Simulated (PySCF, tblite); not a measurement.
## aluminium trifluoride and fluoride

A gas-phase complex of aluminium trifluoride and fluoride; charge -1, singlet. The structure comes from a short search (6 tight-binding starts) and was relaxed by PBE0-D3(BJ)/def2-TZVPD; another way of binding may lie lower. No frequency run checks that it is a minimum.

```csv
part,name,SMILES,atoms,charge,multiplicity
1,aluminium trifluoride,[F][Al]([F])[F],1–4,0,1
2,fluoride,[F-],5,-1,1
```

```
atom  part   x (Å)   y (Å)   z (Å)
  F1     1  -0.976  -0.559   1.347
 Al2     1  -0.519  -0.209  -0.241
  F3     1  -0.379   1.464  -0.426
  F4     1   0.968  -0.938  -0.576
  F5     2  -1.686  -0.802  -1.307
```

```
 contact  kind (by geometry)  distance (Å)  angle (°)
Al2···F5                bond         1.689          -
```

The parts are joined by the bond Al2–F5, so these are energies of forming such bonds; deforming the relaxed parts to their shape in the adduct costs 23.7 kcal/mol, which the interaction energies leave out.

Interaction energies are complex less parts, with the parts frozen as they stand in it; counterpoise-corrected, in kcal/mol (PySCF). The CCSD(T) estimate is Hartree-Fock/aug-cc-pVQZ, plus the MP2 correlation part extrapolated as X⁻³ from aug-cc-pVTZ and aug-cc-pVQZ, plus CCSD(T) less MP2 in aug-cc-pVDZ; noble-gas cores are frozen. It isn't the exact limit.

| level | interaction | superposition error removed |
| --- | --- | --- |
| Hartree-Fock/aug-cc-pVQZ | -148.22 | - |
| wB97M-D3(BJ)/def2-TZVPD | -135.44 | -0.33 |
| PBE0-D3(BJ)/def2-TZVPD | -137.53 | -0.38 |
| MP2/aug-cc-pVQZ | -136.46 | -0.84 |

Task: What does CCSD(T) at its estimated basis limit give, and which of these levels comes nearest?

Result: -138.93 kcal/mol. PBE0-D3(BJ)/def2-TZVPD is nearest, off by +1.40; the errors are Hartree-Fock/aug-cc-pVQZ -9.28, wB97M-D3(BJ)/def2-TZVPD +3.49, PBE0-D3(BJ)/def2-TZVPD +1.40, MP2/aug-cc-pVQZ +2.47.

Task: What holds them together? Decompose the wB97M-D3(BJ)/def2-TZVPD energy: frozen parts, their antisymmetrised product, then relaxation.

Result: electrostatic -168.4, Pauli repulsion +93.5, orbital relaxation -60.3, dispersion correction -0.6 kcal/mol, which sum to the value before the counterpoise correction; the Pauli term holds the exchange-correlation of the frozen density too. Of the attraction, 73 % is electrostatic, 26 % is orbital relaxation, 0 % is dispersion correction.

The parts were also relaxed and run alone, at the levels used for the complex: shieldings by PBE0/aug-pcSseg-2; core levels by delta-SCF with SCAN, aug-pcX-2 on the ionised atom and aug-pcseg-1 elsewhere, spin-free X2C (2p3/2 is the spin-free 2p value less a third of a first-order spin-orbit splitting).

Task: How do these values change when the complex forms?

Result: 
```csv
property,alone,in the complex,change
shielding of Al2 (ppm),502.4,517.5,+15.1
shielding of F5 (ppm),479.9,403.0,-76.9
Al2 2p3/2 core level (eV),83.58,76.06,-7.52
F5 1s core level (eV),680.05,686.42,+6.37
```

The 5 runs behind this took 12 min in all, one thread each of Arm Neoverse N1 on a shared host, launched as `OMP_NUM_THREADS=1 python cluster_run.py task.json out`.
